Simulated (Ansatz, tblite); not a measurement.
Cost and result up the ladder for (H3Si)2O (Si2OH6) (9 atoms). The state is a singlet with charge 0. Geometry: r2SCAN-D4/def2-TZVP.

```xyz
9

Si   -0.219   -0.087   -1.550
H     1.171   -0.141   -2.070
H    -1.021    0.848   -2.373
H    -0.813   -1.447   -1.620
O    -0.223    0.456   -0.007
Si    0.185    0.157    1.549
H    -0.152    1.353    2.355
H    -0.568   -1.017    2.059
H     1.641   -0.121    1.656
```

Ansatz on 4 threads of Intel Xeon Platinum 8259CL on a shared host; xTB runs through tblite on one thread. Times are rough, summed over both states, and most runs start from the orbitals of an earlier one. PBE0-D4/def2-TZVP serves as the yardstick here, not as an exact answer. The other state is a doublet.

The xTB rows come from tblite. HOMO above LUMO, or a gap near zero within one spin, warns that the state may not be the lowest or that an electron is smeared out.

Run but left out: HF/def2-TZVPP, MP2/def2-TZVPP (charge +1 doublet: a determinant that CCSD turns far, T1 0.062); PBE-D4/def2-TZVP (charge +1 doublet: an occupied level 0.11 eV above an empty one).

Raw xTB energies of ions are shifted by several eV.

```json
{"level": "GFN2-xTB", "functions": "28", "vertical IE (eV)": "13.82", "difference from PBE0-D4/def2-TZVP (eV)": "3.03", "remarks": "–"}
{"level": "GFN1-xTB", "functions": "34", "vertical IE (eV)": "14.76", "difference from PBE0-D4/def2-TZVP (eV)": "3.97", "remarks": "–"}
{"level": "r2SCAN-D4/def2-TZVP (with forces)", "functions": "141", "vertical IE (eV)": "10.54", "difference from PBE0-D4/def2-TZVP (eV)": "-0.25", "remarks": "gap within one spin near zero (+1 doublet)"}
{"level": "PBE0-D4/def2-TZVP", "functions": "141", "vertical IE (eV)": "10.79", "difference from PBE0-D4/def2-TZVP (eV)": "0.00", "remarks": "–"}
```

Question: Estimate how long each takes.

Answer: GFN2-xTB 0.016 s; GFN1-xTB 0.027 s; PBE0-D4/def2-TZVP 6 s; r2SCAN-D4/def2-TZVP (with forces) 9 s. On shared hardware such times vary by a factor of up to 3.
